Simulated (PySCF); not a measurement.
Excitations are Tamm–Dancoff values on a coarser integration grid.

**CH5N, SMILES `NC` (charge 0, multiplicity 1)**

The numbers are results of PySCF 2.14.0 with PBE-D3(BJ)/def2-TZVPD // r2SCAN-D4/def2-TZVPD, not measurements.

The HOMO is -5.41 eV. The dipole moment comes out as 1.27 D and the HOMO–LUMO gap is 5.16 eV. The LUMO is -0.25 eV, the S1 excitation (TDA) is 5.21 eV and the S1 oscillator strength is 0.006. The brightest of the four lowest singlets (TDA) is 7.21 eV and the T1 excitation (TDA) is 4.99 eV. The S1–T1 gap (TDA) is 0.22 eV and the total energy is -95.7691 Ha. The cost comes out as about 60 core-seconds (a rough figure).

```xyz
7

C     -0.5694     0.0452     0.0366
N      0.8276    -0.0426    -0.3854
H     -0.9913     0.9891    -0.3149
H     -1.1379    -0.7584    -0.4363
H     -0.7359    -0.0162     1.1222
H      1.2358    -0.9151    -0.0671
H      1.3711     0.6980     0.0449
```
Charge 0, spin multiplicity 1.
